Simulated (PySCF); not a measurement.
Gas-phase reaction: N2 + 4 BH3 = 2 H2BNH2 + 2 BH2

Energies from PySCF, thermal terms from the rigid-rotor harmonic-oscillator model, ideal gas at 1 bar. S°(298 K) at PBE0/def2-TZVP differs from the NASA 1993 table for BH2 (+14 J/mol/K); whether the harmonic model or the table's entry is off was not settled. † marks an energy on the PBE0/def2-TZVP geometry and frequencies; other levels use their own. MP2 and CCSD(T) freeze the core. 6-31G* has spherical d functions here. Open shells (unrestricted): BH2 (multiplicity 2); the rest are closed-shell singlets. B3LYP is the form with VWN-RPA correlation. H2BNH2: computed as isolated molecules; such fragments, hydroxides, amides, oligomers or adducts are transient or little studied in the gas. MP2 isn't extrapolated to the basis-set limit; its ΔH°(298 K) is 76.9 kJ in def2-SVP and 75.2 kJ in def2-TZVPP. CCSD(T) isn't extrapolated to the basis-set limit; its ΔH°(298 K) is 86.1 kJ in def2-SVP and 84.3 kJ in def2-TZVPP. The harmonic model lacks anharmonicity and excited electronic states, which grow with temperature; levels with a mode under 35 cm⁻¹ are left out.

```tsv
level	ΔE electronic, kJ	ΔH°(298 K), kJ	ΔS°(298 K), J/K	ΔG°(1400 K), kJ
B3LYP/def2-TZVP†	34	66	-100	205
CCSD(T)/def2-SVP†	54	86	-100	225
CCSD(T)/def2-TZVPP†	53	84	-100	223
HF/6-31G*	68	101	-100	240
HF/def2-TZVP†	37	69	-100	208
MP2/def2-SVP†	45	77	-100	216
LDA/def2-TZVP†	-86	-54	-100	85
```
ΔH° is lowest at LDA/def2-TZVP† and highest at HF/6-31G*. No reference value is set beside these.
